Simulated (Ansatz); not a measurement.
A nudged elastic band was laid between two geometries of BH3 + FH (6 atoms, charge 0, multiplicity 1).

All numbers below come from Ansatz 0.2.0, RKS B3LYP/def2-SVP.

```yaml
movable_images: 5
climbing_image: yes
spring: 5.0 eV/Å²
optimiser: quadratic models (default)
start_path: through a guess of the saddle point
force_threshold: 0.05 eV/Å
iteration_limit: 60
end_points: relaxed
```

First end point:

```xyz
6
Properties=species:S:1:pos:R:3
B 0.004 0.128 0.047
H 0.001 0.556 1.182
H 1.039 0.147 -0.569
H -1.044 0.077 -0.546
F 0.069 -1.742 0.665
H 0.037 -1.568 1.580
```

Last end point:

```xyz
6
Properties=species:S:1:pos:R:3
B 0.018 -0.468 -0.603
H 0.000 0.211 2.369
H 1.067 0.125 -0.687
H -1.067 0.054 -0.684
F 0.062 -1.775 -0.423
H 0.026 -0.549 2.388
```

Which bonds break or form, and what moves?

Bonds broken: B1–H2, F5–H6. Bonds formed: B1–F5, H2–H6. BH3 + FH becomes BFH2 + H2.

What energy profile does the band end with?

The forces met the threshold. The highest image is number 2 of 0 to 6, 9.1 kcal/mol above the first end and 39.6 kcal/mol above the last; the last end lies 30.5 kcal/mol below the first. A vibrational analysis at the climbing image gives one clearly imaginary mode, 1141i cm⁻¹: a first-order saddle point. The orbitals stay closed-shell, which can raise the energy where a bond breaks towards radicals; this wasn't checked here.

```csv
image,path coordinate (Å),energy (kcal/mol),B1–H2 (Å),F5–H6 (Å),B1–F5 (Å)
0,0.00,0.0,1.21,0.93,1.97
1,0.46,1.8,1.23,0.95,1.90
2,0.92,9.1,1.32,1.14,1.64
3,1.46,-14.7,1.63,1.70,1.39
4,2.01,-27.4,2.10,2.25,1.33
5,2.55,-30.1,2.56,2.74,1.32
6,3.09,-30.5,3.05,3.07,1.32
```

What is the geometry of the highest image?


```xyz
6
Properties=species:S:1:pos:R:3
B 0.010 -0.175 0.053
H 0.005 0.196 1.320
H 1.059 0.123 -0.449
H -1.056 0.065 -0.442
F 0.055 -1.732 0.558
H 0.034 -0.879 1.320
```

What are the harmonic wavenumbers there?

1141i, 713, 825, 923, 1100, 1140, 1175, 1450, 1990, 2262, 2604, 2721 cm⁻¹.

Run time: 37 s on 1 thread of Intel(R) Xeon(R) Platinum 8488C (Sapphire Rapids) (shared host), peak memory 0.13 GiB.
